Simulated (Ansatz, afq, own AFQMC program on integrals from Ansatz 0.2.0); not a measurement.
## Atomization energy of BSiH4, doublet

```xyz
6

Si    0.0000    0.0000    0.5624
B     0.0000    0.0000   -1.3599
H     0.0000    1.2187    1.4093
H     0.0000   -1.2187    1.4093
H     0.0000    1.0370   -1.9521
H     0.0000   -1.0370   -1.9521
```

Connectivity, by distances: SiH2–BH2.

Atoms in their ground-state spins without spin–orbit coupling (mostly on UHF) minus the molecule (UHF), without zero-point energy. The geometry is a stationary point, not shown to be a minimum.

Basis 6-31G. Only valence electrons are correlated. Integrals, coupled cluster, full CI and functionals: Ansatz 0.2.0; the random walks run on the same integrals in our own AFQMC program. The CISD trial takes its coefficients from CCSD amplitudes. Released means that phaseless walkers are propagated on without the constraint, phases kept. Free projection: walkers drawn from exp(T), propagated without any constraint. Its projection time is finite, and what remains of the start isn't in its error. Uncertainties: one standard error, sampling alone. The errors of all members are added in quadrature.

No full CI on the walks' own integrals is used here; CCSDT(Q) serves as the reference and is uncertain by about the last step of the cluster series. Each member takes its own surest rung, up to full CI.

Errors are counted within 6-31G, not against nature.

Cautions: other spins of the molecule weren't checked.

Reference (CCSDT(Q)): 14.623 eV.

| level | atomization energy (eV) | error against CCSDT(Q) (eV) |
| --- | --- | --- |
| HF | 12.841 | -1.782 |
| MP2 | 14.487 | -0.136 |
| CCSD | 14.553 | -0.070 |
| CCSD(T) | 14.608 | -0.015 |
| ph-AFQMC/HF | 14.756 ± 0.024 | 0.133 ± 0.024 |
| ph-AFQMC/CISD | 14.629 ± 0.006 | 0.006 ± 0.006 |
| released AFQMC | 14.627 ± 0.006 | 0.004 ± 0.006 |
| free AFQMC | 14.627 ± 0.006 | 0.004 ± 0.006 |

Correlation beyond CCSD(T) adds 0.015 eV. The perturbative (T) step is worth +0.055 eV.

Free projections are given only where their last times agree within the noise and don't stop above the reference; a slow remainder of the start can still hide under it. A walk keeps the symmetry of its determinant, which the program's search chose and which needn't be the lowest solution, so a lower state of the same spin and another symmetry isn't excluded. Released energies are given only where the last usable release times agree within the noise; a slower fall can still hide under it.
